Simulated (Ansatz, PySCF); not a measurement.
This Ansatz (a program for electronic structure) input computes a PBE0/def2-TZVPD energy:

Ansatz 0.2 input:
```yaml
crystal:
  periodic: [false, false, false]
  atoms:
    - {symbol: C, position_ang: [-0.03415619, 1.19399997, -0.12080902]}
    - {symbol: S, position_ang: [-0.02347166, -0.61225806, 0.14914978]}
    - {symbol: H, position_ang: [1.25486952, -0.89535581, -0.19243828]}
    - {symbol: H, position_ang: [-1.07686297, 1.49906130, -0.05446919]}
    - {symbol: H, position_ang: [0.53441517, 1.62178100, 0.70286010]}
    - {symbol: H, position_ang: [0.40044527, 1.43812083, -1.08501611]}
    - {symbol: H, position_ang: [-0.53238339, -1.03147827, -1.03247883]}
basis:
  gaussian:
    orbitals: def2-TZVPD
hamiltonian:
  xc: {name: PBE0}
total_charge: 1
output: {forces: true}
```

**Question.** Write an input for the same energy in PySCF and say what it gives.

**Answer.** 
```python
from pyscf import gto, scf, dft

mol = gto.M(
    atom='''
    C    -0.03415619    1.19399997   -0.12080902
    S    -0.02347166   -0.61225806    0.14914978
    H     1.25486952   -0.89535581   -0.19243828
    H    -1.07686297    1.49906130   -0.05446919
    H     0.53441517    1.62178100    0.70286010
    H     0.40044527    1.43812083   -1.08501611
    H    -0.53238339   -1.03147827   -1.03247883
    ''',
    basis='def2-tzvpd',
    charge=1,
    spin=0,
    verbose=4,
)

mf = dft.RKS(mol, xc='pbe0').density_fit(auxbasis='def2-universal-jkfit')
mf.grids.level = 3
mf.conv_tol = 1e-9
mf.max_cycle = 100
mf.max_memory = 1500
mf.kernel()
if not mf.converged:
    mf = mf.newton()
    mf.kernel(mf.make_rdm1())
mf.analyze()
```
It gives -438.84302 Eh, and Ansatz -438.84296 Eh, a difference of 0.06 mEh, from the treatment of integrals and grids.

It need not be the lowest isomer of its formula.
